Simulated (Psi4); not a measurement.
Reaction (SMILES): N#C (CH-N) + H+ → [NH+]#C
B3LYP-D3(BJ)/def2-TZVP geometries, fixed; electronic energies without zero-point terms; positive where energy is released.

Basis-set convergence of the proton affinity at B3LYP with Psi4. Cartesian d functions, on some or all atoms, in 6-31G*, 6-31+G*; all else is spherical. Density fitting with the program's default auxiliary sets. Psi4's default fitting sets serve the pcseg sets less well. The proton sits at the site shown, which need not be the one that binds it best. No added dispersion term, no relativity. Functions are those of the species that has most. Reference: the value in aug-cc-pVQZ, 176.40 kcal/mol, itself unsure by roughly 0.03 kcal/mol (its mean distance from cc-pV5Z, def2-QZVPPD, def2-QZVPP). Deviations are taken from unrounded values. Cost is core time over that of def2-SVPD, rough, on shared machines of one kind.

| basis | functions | proton affinity (kcal/mol) | minus reference (kcal/mol) | cost |
|---|---|---|---|---|
| STO-3G | 12 | 190.82 | 14.42 | 0.7× |
| 6-31G* | 34 | 176.02 | -0.38 | 0.8× |
| cc-pVDZ | 38 | 175.97 | -0.43 | 0.8× |
| def2-SVP | 38 | 178.30 | 1.90 | 0.9× |
| pcseg-1 | 38 | 173.71 | -2.69 | 0.8× |
| 6-31+G* | 42 | 172.78 | -3.62 | 0.9× |
| def2-SVPD | 56 | 176.80 | 0.40 | 1× |
| pcseg-2 | 88 | 176.45 | 0.05 | 1× |
| def2-TZVPP | 90 | 176.49 | 0.09 | 1× |
| def2-TZVPD | 92 | 175.93 | -0.47 | 1× |
| jun-cc-pV(T+d)Z | 106 | 176.18 | -0.22 | 1× |
| def2-TZVPPD | 108 | 176.38 | -0.01 | 1× |
| 6-311++G(3df,3pd) | 114 | 176.10 | -0.30 | 1× |
| aug-cc-pVTZ | 138 | 176.21 | -0.19 | 1× |
| cc-pVQZ | 170 | 176.54 | 0.14 | 2× |
| pcseg-3 | 186 | 176.44 | 0.04 | 2× |
| aug-cc-pVQZ | 252 | 176.40 | 0.00 | 3× |
| cc-pV5Z | 292 | 176.44 | 0.04 | 4× |

The smallest set listed that lies within 1 kcal/mol of the reference with all its larger relatives (same family, alike in diffuse functions; a set with none counts only in the reference's own line) is cc-pVDZ (38 functions, 0.8× in cost, -0.43 kcal/mol off). Inside the window by cancellation, since a larger relative falls out: 6-31G*. Inside, with no larger relative to test it: 6-311++G(3df,3pd). (Relatives not listed, tested too: 6-31G** 2.00, 6-311G** 0.02, cc-pVTZ 0.32, def2-QZVP 0.04, def2-QZVPP 0.04, def2-QZVPPD 0.01 kcal/mol.)
